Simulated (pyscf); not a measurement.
Optimised with ωB97X-D3(BJ)/def2-SVP in PySCF. MP2 and CC: frozen core, UHF for open shells. ΔMP2 is the change of the MP2 total energy from the triple- to the quadruple-zeta basis.

**Question.** •H₂C–Cl + hydrogen chloride (HCl) → chloromethane (H₃C–Cl) + Cl atom (Cl•)
Surface: doublet. Broken: Cl–H. Formed: C–H. Give ΔE‡ and ΔE from CCSD(T)/def2-TZVPP, relative to the separated reactants.

**Answer.** ΔE‡ = 0.23 eV, ΔE = -0.05 eV. CCSD(T)/def2-TZVPP + ΔMP2(QZVPP) gives 0.22 eV and -0.02 eV. Zero-point energy shifts the barrier by +0.03 eV. It is a hydrogen abstraction, with an imaginary mode of 1191i cm⁻¹. This is the saddle that the search found; another between the same sides may lie lower. The angle at the transferred H is 174°. The CCSD(T) − MP2 part came from Ansatz, without density fitting, on the same reference. Left out: the spin-orbit lowering of Cl.
